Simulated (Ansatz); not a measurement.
**Scan of SnH⁺, singlet**

Starting geometry (PBE0/def2-TZVP stationary point for this spin):

```yaml
atoms:
  - { symbol: Sn, position_ang: [0.0000, 0.0000, 0.0000] }
  - { symbol: H, position_ang: [0.0000, 0.0000, 1.7602] }
```

From there H2 moves along the line of the two atoms named below, all else staying in place; atoms are numbered as listed. Energies are in kcal/mol, counted from the starting geometry at the same level. Kohn–Sham curves are unrestricted where that lies lower.

Basis def2-TZVPP with its core potentials; Ansatz 0.2.0. Correlated methods freeze the noble-gas cores and the filled d shells of p-block atoms. Prefix R: restricted or restricted open-shell reference. No spin–orbit coupling is included; scalar relativity enters through the core potentials alone.

Unrestricted Kohn–Sham rows aren't spin-pure: their determinants' ⟨S²⟩ exceeds S(S+1) by up to 1.00, so they mix in states of higher spin. A value is left out where its run failed or describes another state than the reference as far as symmetry and spin tell, or, spin-broken singlets apart, can't be checked.

Full CI is exact within this basis and frozen core; it isn't the basis-set limit.

```tsv
distance Sn1-H2 (Å)	full CI	curve A	curve B	curve C	curve D
1.443	23.3	22.0	23.5	22.4	23.3
1.553	8.6	7.9	8.8	7.9	8.6
1.760	0.0	0.0	0.0	0.0	0.0
1.899	2.1	2.3	2.0	2.7	2.1
2.135	12.1	12.7	11.9	14.2	12.2
2.463	29.5	31.6	29.7	34.9	29.7
2.863	46.6	48.8	49.9	58.5	46.9
3.233	56.0	56.4	58.3	75.2	56.0
3.801	61.8	61.4	60.0	89.9	60.8
4.814	63.6	63.2	60.4	89.6	60.9
5.905	63.7	63.5	–	70.0	60.1
```

Problem. The curves come from BCCD(T), RMP2, RPA-PBE, r2SCAN. Compare each with full CI and say which is which.

Solution. A: r2SCAN, B: RPA-PBE, C: RMP2, D: BCCD(T). Spread of the error against full CI, over the points where both stand: A 3.5, B 6.4, C 29.0, D 3.8 kcal/mol. BCCD(T) turns over: its perturbative term grows as the gap closes, and it ends 3.6 kcal/mol too low at 5.905 Å. The program flagged some runs of BCCD(T) as in doubt.

Functionals correlate the shells that the reference freezes, so part of their error here is the reference's.
